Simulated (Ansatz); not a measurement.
**H₂MgOS (SMILES [OH][Mg][SH]): one structure at several levels**

An exercise on one series of results from a longer session: the logs are not shown, and one member is left open.

Method: single points in def2-TZVPP; program: Ansatz 0.2.0, Gaussian basis.

Cores are frozen in the correlated methods. The outer core shell of Li, Na, Mg and K is correlated. B3LYP uses VWN-RPA correlation.

**Starting geometry**

SMILES `[OH][Mg][SH]`, 5 atoms, charge 0, spin multiplicity 1.

Atoms are counted from 1 here; the program's logs count them from 0.

Bond lengths: O1–Mg2 2.005 Å, O1–H4 0.675 Å, Mg2–S3 2.044 Å, S3–H5 1.445 Å. Angles: Mg2–O1–H4 143.7°, O1–Mg2–S3 133.4°, Mg2–S3–H5 95.9°.

As a file:

```xyz
5
H2MgOS
O    -0.9820   -1.2958    0.1634
Mg   -0.6401    0.6295   -0.2809
S     1.0035    1.8356   -0.1284
H    -1.2775   -1.8615   -0.0578
H     1.9422    0.7735    0.1534
```

The first run:

Input file run/in.yaml:

```yaml
crystal:
  periodic: [false, false, false]
  atoms:
    - {symbol: O, position_ang: [-0.982000, -1.295800, 0.163400]}
    - {symbol: Mg, position_ang: [-0.640100, 0.629500, -0.280900]}
    - {symbol: S, position_ang: [1.003500, 1.835600, -0.128400]}
    - {symbol: H, position_ang: [-1.277500, -1.861500, -0.057800]}
    - {symbol: H, position_ang: [1.942200, 0.773500, 0.153400]}
basis:
  gaussian: {orbitals: def2-TZVPP}
correlation: {method: ccsd_t}
output: {forces: true}
```

No record of the launch command was kept for these runs.

Steps of the session up to this table: CCSD(T)/def2-TZVPP; PBE0-D4/def2-TZVPP; wB97M-V/def2-TZVPP; r2SCAN-D4/def2-TZVPP; PBE-D4/def2-TZVPP; revPBE-D4/def2-TZVPP; B3LYP-D4/def2-TZVPP.

One table of the session follows, with a row left open; its other results are not shown here.

| method | RMS force component (eV/Å) | angle to CCSD(T) forces (°) | dipole (D) |
| --- | --- | --- | --- |
| CCSD(T) | 16.841 | reference | 3.64 |
| PBE0-D4 | 16.819 | 0.2 | 3.44 |
| wB97M-V | 16.781 | 0.2 | 3.52 |
| r2SCAN-D4 | 16.766 | 0.2 | 3.40 |
| PBE-D4 | 16.919 | 0.6 | 3.15 |
| revPBE-D4 | ? | ? | ? |
| B3LYP-D4 | 16.739 | 0.2 | 3.38 |

Estimate the missing values for revPBE-D4.

The run gave: RMS force component (eV/Å): 16.907; angle to CCSD(T) forces (°): 0.6; dipole (D): 3.20. In the column «RMS force component (eV/Å)» it lies between CCSD(T) (16.841) and PBE-D4 (16.919).
